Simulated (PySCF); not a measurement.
hydrogen cyanide (CHN), SMILES C#N. Heavy atoms are numbered as in [CH:1]#[N:2]. Hydrogens are named by the atom that carries them.

The structure is a stationary point at ωB97X-D3(BJ)/def2-TZVPD.

These are HF/def2-TZVPD in PySCF values and carry that method's errors.

ESP charges are fitted to the potential on shells at 1.4 to 2.0 van der Waals radii. Atomic charges (e), one atom of each kind:

```tsv
atom	meta-Löwdin	ESP fit
C1 (CH)	(withheld)	0.08
N2	(withheld)	-0.35
H on C1	(withheld)	0.27
```

Problem. Fill in the missing entries. (The exact figures need the calculation; the answer reports its results.)

Solution. 
- C1 (CH), meta-Löwdin: 0.00
- N2, meta-Löwdin: -0.19
- H on C1, meta-Löwdin: 0.19
